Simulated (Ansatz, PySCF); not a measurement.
Potential energy curve for C2H2, SMILES C#C. The C1–C3 bond (C1 also carries H; C3 carries H) is varied alone, starting from the PBE0/def2-TZVP optimised geometry.

UHF/cc-pVTZ (PySCF); RHF/cc-pVTZ (PySCF); UKS-wB97X-V = unrestricted wB97X-V/cc-pVTZ (PySCF); RKS-wB97X-V = restricted wB97X-V/cc-pVTZ (PySCF 2.14.0); UKS-BLYP = unrestricted BLYP/cc-pVTZ run with PySCF; RKS-BLYP = restricted BLYP/cc-pVTZ in PySCF; UKS-LDA (SVWN5) = unrestricted LDA (SVWN5)/cc-pVTZ run with PySCF 2.14.0; RKS-LDA (SVWN5) = restricted LDA (SVWN5)/cc-pVTZ in PySCF; UKS-PBE = unrestricted PBE/cc-pVTZ (Ansatz, an electronic-structure program); RKS-PBE = restricted PBE/cc-pVTZ (Ansatz).

Scanned distances (Å): 0.90, 0.95, 1.01, 1.08, 1.13, 1.17, 1.20, 1.22, 1.26, 1.31, 1.38, 1.49, 1.61, 1.78, 1.96, 2.16, 2.37, 2.63, 2.92, 3.20, 3.59, 4.19.

### Question
Where does the unrestricted solution first break spin symmetry (<S²> of 0.01 or more)?

### Answer
UHF: between 1.22 and 1.26 Å; UKS-wB97X-V: between 1.49 and 1.61 Å; UKS-BLYP: between 1.61 and 1.78 Å; UKS-LDA (SVWN5): between 1.61 and 1.78 Å; UKS-PBE: between 1.61 and 1.78 Å.

```csv
R / Å,<S²> UHF,E(RHF) − E(UHF) / mEh,<S²> UKS-wB97X-V,E(RKS-wB97X-V) − E(UKS-wB97X-V) / mEh,<S²> UKS-BLYP,E(RKS-BLYP) − E(UKS-BLYP) / mEh,<S²> UKS-LDA (SVWN5),E(RKS-LDA (SVWN5)) − E(UKS-LDA (SVWN5)) / mEh,<S²> UKS-PBE,E(RKS-PBE) − E(UKS-PBE) / mEh
0.90,0.00,0.0,0.00,0.0,0.00,0.0,0.00,0.0,0.00,0.0
0.95,0.00,0.0,0.00,0.0,0.00,0.0,0.00,0.0,0.00,0.0
1.01,0.00,0.0,0.00,0.0,0.00,0.0,0.00,0.0,0.00,0.0
1.08,0.00,0.0,0.00,0.0,0.00,0.0,0.00,0.0,0.00,0.0
1.13,0.00,0.0,0.00,0.0,0.00,0.0,0.00,0.0,0.00,0.0
1.17,0.00,0.0,0.00,0.0,0.00,0.0,0.00,0.0,0.00,0.0
1.20,0.00,0.0,0.00,0.0,0.00,0.0,0.00,0.0,0.00,0.0
1.22,0.00,0.0,0.00,0.0,0.00,0.0,0.00,0.0,0.00,0.0
1.26,0.12,0.3,0.00,0.0,0.00,0.0,0.00,0.0,0.00,0.0
1.31,0.46,4.2,0.00,0.0,0.00,0.0,0.00,0.0,0.00,0.0
1.38,0.83,15.9,0.00,0.0,0.00,0.0,0.00,0.0,0.00,0.0
1.49,1.27,44.2,0.00,0.0,0.00,0.0,0.00,0.0,0.00,0.0
1.61,1.60,83.3,0.55,4.0,0.00,0.0,0.00,0.0,0.00,0.0
1.78,1.94,146.2,1.25,27.2,0.60,3.6,0.32,0.7,0.78,5.6
1.96,2.29,218.6,1.69,62.3,1.23,17.7,1.15,12.5,1.39,23.1
2.16,2.59,302.1,2.06,106.2,1.69,38.2,1.69,33.5,1.83,46.9
2.37,2.79,385.5,2.43,155.5,1.91,—,2.10,—,2.20,—
2.63,2.92,475.1,2.73,216.0,1.75,—,2.50,—,1.87,—
2.92,2.97,555.0,2.89,275.8,1.40,—,2.77,—,1.66,—
3.20,2.99,614.7,2.96,323.4,1.21,—,2.90,—,1.47,—
3.59,3.00,675.8,2.99,374.6,1.10,—,2.97,—,1.37,—
4.19,3.01,736.6,3.00,428.3,1.04,—,3.00,—,1.32,—
```

Dashes: no converged value, or the column stops at the first point that the program doubted or that broke a chosen test of continuity, which isn't proof of a fault.
